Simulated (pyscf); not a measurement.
Concerted two-bond exchange: H₃C–CH(CH₃)–CH₂–AlH₂ -> H₃C–AlH–CH(CH₃)–CH₃

Gas phase, singlet surface, charge 0. Bonds broken: C2–C4, Al5–H15. Bonds formed: C2–Al5, C4–H15. Optimised with ωB97X-D3(BJ)/def2-SVP in PySCF.

Transition state (Å):

```xyz
16

C     -0.9710     0.8580     1.6707
C     -1.1711     0.3335     0.2492
C     -1.4583    -1.1696     0.2067
C      1.8069     0.2972    -0.1161
Al     0.2187     0.9058    -1.1329
H     -0.1653     0.3153     2.1951
H     -1.8848     0.7282     2.2802
H     -0.7136     1.9295     1.6863
H     -2.0421     0.8607    -0.1910
H     -0.6383    -1.7512     0.6630
H     -2.3809    -1.4207     0.7633
H     -1.5865    -1.5386    -0.8242
H      1.8923     0.7047     0.9068
H      2.6477    -0.3943    -0.3085
H      0.6509     2.4606    -0.9048
H      0.0426     0.3265    -2.6106
```

One imaginary mode, 502i cm⁻¹; descent along it reached the two sides named.

| bond | change | reactant side (Å) | saddle | product side |
|---|---|---|---|---|
| C2–C4 | breaks | 1.545 | 3.0 | 3.5 |
| Al5–H15 | breaks | 1.592 | 1.630 | 2.564 |
| C2–Al5 | forms | 3.0 | 2.042 | 1.973 |
| C4–H15 | forms | 3.1 | 2.577 | 1.106 |

Electronic energies relative to the reactant's lowest minimum found (eV):

```csv
level,barrier,reaction energy,reverse barrier
ωB97X-D3(BJ)/def2-TZVP,3.51,-0.28,3.80
PBE/def2-TZVP,3.06,-0.33,3.38
r²SCAN/def2-TZVP,3.16,-0.31,3.47
B3LYP-D3(BJ)/def2-TZVP,3.18,-0.29,3.47
PBE0-D3(BJ)/def2-TZVP,3.41,-0.27,3.69
M06-2X/def2-TZVP,3.48,-0.33,3.81
ωB97M-D3(BJ)/def2-TZVP,3.50,-0.27,3.77
HF/def2-TZVP,3.36,-0.23,3.59
```

With ωB97M-D3(BJ)/def2-TZVP energies and thermal terms (ideal gas, 1 atm, RRHO with modes under 100 cm⁻¹ raised to 100, one conformer, R ln 2 for chiral ones without a mode under 150 cm⁻¹), in eV:

```tsv
T (K)	ΔH‡	ΔG‡	ΔH	ΔG
298	3.35	3.34	-0.23	-0.28
600	3.37	3.33	-0.22	-0.34
900	3.36	3.31	-0.22	-0.40
1200	3.35	3.30	-0.22	-0.46
```

From the product side, [H₃C–AlH]• + H₃C–CH•–CH₃ lies, by one bond made or cut, 0.47 eV under this saddle at ωB97M-D3(BJ)/def2-TZVP. H₃C–CH(CH₃)–CH₂–AlH₂ lies 0.81 eV over its isomer H₃C–CH₂–Al(CH₃)–CH₃ (electronic energy, ωB97M-D3(BJ)/def2-TZVP). H₃C–AlH–CH(CH₃)–CH₃ lies 0.55 eV over its isomer H₃C–CH₂–Al(CH₃)–CH₃ (electronic energy, ωB97M-D3(BJ)/def2-TZVP). This is the saddle that the search found; another between the same sides may lie lower. One closed-shell reference is unstable to symmetry breaking; treat the single-reference values with care.
